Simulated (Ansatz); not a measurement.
A trace of molecular dynamics of H3P + N2 (6 atoms, charge 0, multiplicity 1).

The calculation used RKS PBE/STO-3G (Ansatz).

| Item | Value |
| --- | --- |
| ensemble | NVE (Milne-controlled integrator) |
| starting velocities drawn for | 1000 K |
| seed | 618026 |

```csv
time (fs),T (K),potential energy less start (eV),conserved less start (meV/atom)
0.0,1000,0.000,0.00
20.0,41294,13.720,5758.95
40.0,22230,19.618,5099.08
60.0,1860950330,36.361,160370265.76
80.0,1286969416,36.377,110908420.25
100.0,211690819,36.379,18248080.26
120.0,1293283843,36.379,111452555.75
140.0,1286969401,36.379,110908419.23
160.0,211690833,36.379,18248081.58
180.0,1293283832,36.379,111452554.87
200.0,1286969398,36.379,110908419.00
220.0,211690840,36.379,18248082.23
240.0,1293283827,36.379,111452554.41
260.0,1286969396,36.379,110908418.88
280.0,211690845,36.379,18248082.66
300.0,1293283823,36.379,111452554.09
320.0,1286969395,36.379,110908418.79
340.0,211690849,36.379,18248082.98
360.0,1293283820,36.379,111452553.85
380.0,1286969394,36.379,110908418.73
400.0,211690852,36.379,18248083.24
420.0,1293283818,36.379,111452553.65
440.0,1286969394,36.379,110908418.68
460.0,211690855,36.379,18248083.46
480.0,1293283816,36.379,111452553.49
```

Problem. Can this run be trusted? Judge the integration.

Solution. The conserved energy changed by up to 1.6e+08 meV per atom, so the integration failed: the time step of 4 fs is too long for the fastest motions that this run met, and the later frames carry no physical meaning.

The run took 43 s on 1 thread of Arm Neoverse V2, on a shared host, peak memory 0.18 GiB.
